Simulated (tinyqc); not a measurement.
Worked calculation: MP2 on RHF in the sto-3g basis, for H2O, spin multiplicity 1. One step of it, computed by the program tinyqc.

Task: Orthogonalisation. S = U s U^T; symmetric (Loewdin) form X = U s^(-1/2) U^T, so that X^T S X = 1.

overlap S, order 1O 1s, 1O 2s, 1O 2px, 1O 2py, 1O 2pz, 2H 1s, 3H 1s:
```
[[1.000000, 0.236704, 0.000000, 0.000000, 0.000000, 0.036559, 0.040948],
 [0.236704, 1.000000, 0.000000, 0.000000, 0.000000, 0.374171, 0.402025],
 [0.000000, 0.000000, 1.000000, 0.000000, 0.000000, 0.000000, 0.000000],
 [0.000000, 0.000000, 0.000000, 1.000000, 0.000000, 0.261238, -0.275674],
 [0.000000, 0.000000, 0.000000, 0.000000, 1.000000, 0.206022, 0.217139],
 [0.036559, 0.374171, 0.000000, 0.261238, 0.206022, 1.000000, 0.184654],
 [0.040948, 0.402025, 0.000000, -0.275674, 0.217139, 0.184654, 1.000000]]
```

Give: eigenvalues of S; X.

Result:

eigenvalues of S: [0.4292, 0.5198, 0.8854, 1.0000, 1.1005, 1.2980, 1.7673]

X, order 1O 1s, 1O 2s, 1O 2px, 1O 2py, 1O 2pz, 2H 1s, 3H 1s:
```
[[1.0236, -0.1370, 0.0000, 0.0006, -0.0076, 0.0184, 0.0197],
 [-0.1370, 1.1598, 0.0000, -0.0081, 0.0734, -0.2111, -0.2366],
 [0.0000, 0.0000, 1.0000, 0.0000, 0.0000, 0.0000, 0.0000],
 [0.0006, -0.0081, 0.0000, 1.0737, -0.0038, -0.1700, 0.1830],
 [-0.0076, 0.0734, 0.0000, -0.0038, 1.0391, -0.1142, -0.1252],
 [0.0184, -0.2111, 0.0000, -0.1700, -0.1142, 1.1214, -0.0638],
 [0.0197, -0.2366, 0.0000, 0.1830, -0.1252, -0.0638, 1.1418]]
```
